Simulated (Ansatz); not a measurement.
A made-up structure of MgB2H4, closed shell:

```
7
angstrom
B 0.0012 -0.0043 -0.0022
Mg -1.9674 0.0595 -1.1789
B 1.9677 -0.0607 1.1784
H -2.5763 -1.2572 -2.1031
H -3.0024 1.4320 -1.2358
H 2.4015 0.8750 1.8009
H 2.6831 -1.0275 1.2469
```

It is relaxed with PBE-D4/def2-SVP and then PBE0-D4/def2-TZVP (Ansatz 0.2.0). Atoms count as bonded within 1.22 times the sum of their covalent radii (H–H: 0.88 Å). The end point is not checked to be a true minimum.

Q: Does its bonding change? (Judge from chemistry; the calculation decides.)

A: The calculation gives: Yes. Formed: B1–B3, B1–H5, Mg2–B3; broken: Mg2–H5.

Where it ends: The first stage lowers the energy by 5.52 eV in 34 steps. It ends as MgB₂H₄ ([BH]1[BH2][MgH]1):
```xyz
7
angstrom
B -0.4360 0.9442 0.8774
Mg -0.6460 -0.5891 -1.1300
B 0.7675 0.0640 0.5638
H -1.2599 -1.3932 -2.5027
H -1.3255 1.6612 1.1917
H 1.5899 0.4081 -0.2560
H 0.8174 -1.0787 0.9619
```

Labels in which every atom is bracketed show which atoms are joined, not bond orders.

For scale, one of the runs: PBE0-D4/def2-TZVP relaxation, 118 basis functions, launched by `ansatz run in.yaml --threads 2 --pin off --events-out ev --progress --plain --max-ram 4352MiB`. Hardware: 2 CPU threads of an Arm Neoverse V2, shared host. Wall time about 9 s.
